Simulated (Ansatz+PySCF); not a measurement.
Results of a calculation; reference values are marked as such.
## Ansatz (development build ahead of 0.2.0) run

```yaml
crystal:
  periodic: [false, false, false]
  atoms:
    - { symbol: O, position_ang: [0.0, 0.0, -0.25129] }
    - { symbol: H, position_ang: [0.0, 1.58377, 1.00516] }
    - { symbol: H, position_ang: [0.0, -1.58377, 1.00516] }
basis:
  gaussian: { orbitals: "6-31G" }
magnetization:
  spin_polarized: true
hamiltonian:
  xc: pbe0
scf:
  omitted_lower_state_checks: [starts, atomic_configurations, cluster_reference, orbital_swaps, given_window_search, neighbouring_geometries, increment]
output:
  forces: true
```

The input is written out in the form of the current development build from the run's settings.

Output:

```yaml
Converged: yes
Total_energy: -76.01147 hartree
Spin_squared_of_the_determinant: 1.501
Stability_test: minimum
```

Forces (eV/Å):
| atom | Fx | Fy | Fz |
| --- | --- | --- | --- |
| O1 | 0.000 | 0.000 | 1.466 |
| H2 | 0.000 | -0.953 | -0.733 |
| H3 | 0.000 | 0.953 | -0.733 |

Caution: charge can spread falsely over distant fragments; the unrestricted determinant is a mixture of spin states.
